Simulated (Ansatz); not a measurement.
System (SMILES): OCl (OH-Cl).
Atoms: O1, H2, Cl3. Bonds: O1-H2, O1-Cl3.

Basis-set convergence of the harmonic zero-point energy at MP2 with Ansatz (a first-principles code). Each level at its own minimum, finite differences of forces, unscaled; the reference is a large set that could be run, not a limit. Cartesian d functions, on some or all atoms, in 6-31G*, 6-31+G*, 6-311G**, 6-311+G**; all else is spherical. Cores are frozen. No added dispersion term, no relativity. Reference: the value in aug-pcseg-2, 8.33 kcal/mol, itself unsure by roughly 0.03 kcal/mol (its mean distance from aug-cc-pV(T+d)Z, def2-TZVPPD). Deviations are taken from unrounded values.

```csv
basis,functions,harmonic zero-point energy (kcal/mol)
6-31G*,36,8.27
6-31+G*,44,8.17
def2-SVP,37,8.35
def2-SVPD,58,8.22
pcseg-1,37,8.22
aug-pcseg-1,59,8.18
cc-pV(D+d)Z,42,8.24
aug-cc-pV(D+d)Z,64,8.21
6-311G**,51,8.29
6-311+G**,59,8.25
def2-TZVP,74,8.26
def2-TZVPD,95,8.24
pcseg-2,78,8.37
aug-pcseg-2,119,8.33
cc-pV(T+d)Z,83,8.36
aug-cc-pV(T+d)Z,124,8.29
def2-TZVPP,87,8.36
def2-TZVPPD,108,8.32
```

What the diffuse functions change, pair by pair:
- 6-31G* to 6-31+G*: 8 more functions, deviation -0.06 to -0.16 kcal/mol
- def2-SVP to def2-SVPD: 21 more functions, deviation 0.02 to -0.11 kcal/mol
- pcseg-1 to aug-pcseg-1: 22 more functions, deviation -0.11 to -0.15 kcal/mol
- cc-pV(D+d)Z to aug-cc-pV(D+d)Z: 22 more functions, deviation -0.09 to -0.13 kcal/mol
- 6-311G** to 6-311+G**: 8 more functions, deviation -0.05 to -0.08 kcal/mol
- def2-TZVP to def2-TZVPD: 21 more functions, deviation -0.07 to -0.10 kcal/mol
- pcseg-2 to aug-pcseg-2: 41 more functions, deviation 0.04 to 0.00 kcal/mol
- cc-pV(T+d)Z to aug-cc-pV(T+d)Z: 41 more functions, deviation 0.03 to -0.04 kcal/mol
- def2-TZVPP to def2-TZVPPD: 21 more functions, deviation 0.03 to -0.01 kcal/mol

Leaving out the reference's own pair, they bring the value nearer the reference by more than 0.03 kcal/mol in 0 of 8 pairs.
